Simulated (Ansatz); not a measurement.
Geometry optimisation, RKS PBE-D4/def2-SVP (Ansatz 0.2.0).

The input (input.yaml):

```yaml
crystal:
  periodic: [false, false, false]
  atoms:
    - { symbol: B, position_ang: [-0.060454, -0.231955, 0.131236] }
    - { symbol: O, position_ang: [-0.03896, -0.452651, 1.502817] }
    - { symbol: H, position_ang: [-0.943121, -0.549831, 1.854721] }
    - { symbol: H, position_ang: [1.027264, -0.193124, -0.405467] }
    - { symbol: H, position_ang: [-1.117783, -0.200908, -0.469241] }
    - { symbol: F, position_ang: [0.0289, 2.233468, 0.656968] }
    - { symbol: H, position_ang: [0.317754, 1.717202, 1.377066] }
basis:
  gaussian: { orbitals: def2-SVP }
hamiltonian:
  xc: pbe
  dispersion: d4
relax:
  f_tol: 0.03
  max_steps: 50
```

Run as:

```bash
$ ansatz run input.yaml --threads 1 --pin off --max-ram 2048MiB --backend cpu --events-out ev --progress --plain --runs-dir out
```

Problem. Where does it end, and by what steps?

Solution. The forces met the threshold. After 7 steps the energy has fallen by 0.038 eV; F6 moved furthest, 0.20 Å.

```tsv
step	energy less start (eV)	largest force component (eV/Å)	accepted
0	0.0000	0.644	yes
1	-0.0152	0.443	yes
2	-0.0290	0.299	yes
3	-0.0329	0.284	yes
4	-0.0339	0.324	yes
5	-0.0369	0.093	yes
6	-0.0381	0.058	yes
7	-0.0382	0.012	yes
```

```xyz
7
Properties=species:S:1:pos:R:3
B -0.063 -0.270 0.087
O -0.036 -0.284 1.462
H -0.926 -0.397 1.845
H 1.015 -0.195 -0.462
H -1.121 -0.392 -0.503
F 0.089 2.306 0.834
H 0.256 1.555 1.383
```

Run time: 10 s on 1 thread of Arm Neoverse V2, with other jobs on the host, peak memory 0.12 GiB.
